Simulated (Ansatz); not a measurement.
A run of Ansatz (development build ahead of 0.2.0) on singlet CH₂O at this shape:

```xyz
4

C     0.0255    0.0409   -0.5095
O     0.0441    0.0175    0.6891
H    -0.0199   -0.9655   -1.1654
H    -0.0242    0.9040   -1.1079
```

Its results:

| Item | Value |
| --- | --- |
| Converged | yes |
| Reference energy | -113.90433 hartree |
| Correlation energy | -0.39589 hartree |
| Total energy | -114.30022 hartree |
| Spin squared of the determinant | 0.000 |

(1) Which input gives this output? Name the method, the orbitals and the basis set, and write the input.

Answers

(1) RHF-MP2 in cc-pVTZ. An unrestricted run that stays on the closed shell gives the same numbers.

```yaml
crystal:
  periodic: [false, false, false]
  atoms:
    - { symbol: C, position_ang: [0.02546, 0.04091, -0.50948] }
    - { symbol: O, position_ang: [0.04412, 0.01745, 0.68906] }
    - { symbol: H, position_ang: [-0.01989, -0.96551, -1.16544] }
    - { symbol: H, position_ang: [-0.02416, 0.90402, -1.10787] }
basis:
  gaussian: { orbitals: cc-pVTZ }
hamiltonian:
  xc: hf
correlation:
  method: mp2
  frozen_orbitals: { C: 1, H: 0, O: 1 }
```
